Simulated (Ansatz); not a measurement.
Reaction (SMILES): C=O (CH2-O) → O=[CH] (CH-O) + H atom
B3LYP-D3(BJ)/def2-TZVP geometries, fixed; electronic energies without zero-point terms.
Largest species:
```
C
O 1 1.1989
H 1 1.1075 2 122.05
H 1 1.1075 3 115.91 2 180.00
```
Charge 0, spin multiplicity 1.

Basis-set convergence of the bond dissociation energy at CCSD(T) with Ansatz (an electronic-structure program). Cartesian d functions, on some or all atoms, in 6-31G*, 6-31+G*; all else is spherical. Cores are frozen. Open shells are unrestricted. No added dispersion term, no relativity. Functions are those of the species that has most. Reference: Hartree-Fock in aug-cc-pVQZ plus the correlation part extrapolated as X^-3 from aug-cc-pVTZ and aug-cc-pVQZ, 95.40 kcal/mol, itself unsure by roughly 0.18 kcal/mol (a third of the extrapolation step and of the last Hartree-Fock step). Deviations are taken from unrounded values.

| basis | functions | bond dissociation energy (kcal/mol) |
|---|---|---|
| 6-31G* | 34 | 87.29 |
| 6-31+G* | 42 | 87.26 |
| cc-pVDZ | 38 | 90.00 |
| aug-cc-pVDZ | 64 | 91.47 |
| def2-SVP | 38 | 91.42 |
| def2-SVPD | 59 | 92.76 |
| pcseg-1 | 38 | 91.26 |
| aug-pcseg-1 | 64 | 92.08 |
| 6-311G** | 48 | 91.06 |
| 6-311+G** | 56 | 91.44 |
| def2-TZVP | 74 | 92.22 |
| def2-TZVPD | 95 | 92.51 |
| cc-pVTZ | 88 | 94.10 |
| aug-cc-pVTZ | 138 | 94.48 |
| pcseg-2 | 88 | 94.57 |
| aug-pcseg-2 | 138 | 94.68 |
| def2-TZVPP | 90 | 94.07 |
| def2-TZVPPD | 111 | 94.26 |
| cc-pVQZ | 170 | 94.87 |
| aug-cc-pVQZ | 252 | 94.97 |
| def2-QZVPP | 174 | 94.93 |
| def2-QZVPPD | 195 | 94.89 |

What the diffuse functions change, pair by pair:
- 6-31G* to 6-31+G*: 8 more functions, deviation -8.11 to -8.13 kcal/mol
- cc-pVDZ to aug-cc-pVDZ: 26 more functions, deviation -5.40 to -3.92 kcal/mol
- def2-SVP to def2-SVPD: 21 more functions, deviation -3.97 to -2.64 kcal/mol
- pcseg-1 to aug-pcseg-1: 26 more functions, deviation -4.14 to -3.32 kcal/mol
- 6-311G** to 6-311+G**: 8 more functions, deviation -4.33 to -3.95 kcal/mol
- def2-TZVP to def2-TZVPD: 21 more functions, deviation -3.17 to -2.89 kcal/mol
- cc-pVTZ to aug-cc-pVTZ: 50 more functions, deviation -1.29 to -0.92 kcal/mol
- pcseg-2 to aug-pcseg-2: 50 more functions, deviation -0.83 to -0.72 kcal/mol
- def2-TZVPP to def2-TZVPPD: 21 more functions, deviation -1.32 to -1.13 kcal/mol
- cc-pVQZ to aug-cc-pVQZ: 82 more functions, deviation -0.53 to -0.43 kcal/mol
- def2-QZVPP to def2-QZVPPD: 21 more functions, deviation -0.47 to -0.51 kcal/mol

Leaving out the reference's own pair, they bring the value nearer the reference by more than 0.18 kcal/mol in 7 of 10 pairs.
